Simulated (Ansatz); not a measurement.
`F[SiH]`. Charge 0, multiplicity 1.

Q: What are the harmonic wavenumbers in cm⁻¹ at PBE0-D4/def2-TZVP (Ansatz, finite differences of forces, unscaled)? (Best estimate.)

A: The calculation gave: 849, 868, 1970.

Q: Is this a minimum?

A: Yes, all 3 modes are real.

Q: Give the ideal-gas thermochemistry at 298.15 K and 1 bar (rigid rotor, harmonic oscillator; point group Cs, symmetry number 1).

A: Zero-point energy 22.1 kJ/mol; H(298) − E = 32.3 kJ/mol; entropy 239.1 J/(mol·K), of which translation 157.2, rotation 80.5, vibration 1.4; G(298) − E = -39.0 kJ/mol.

Q: And at 400, 500, 600, 800 and 1000 K?

A: 
```tsv
T (K)	H − E (kJ/mol)	S (J/mol/K)	G − E (kJ/mol)
400	36.4	250.8	-63.9
500	40.7	260.3	-89.5
600	45.2	268.7	-116.0
800	54.9	282.6	-171.1
1000	65.2	294.1	-228.8
```
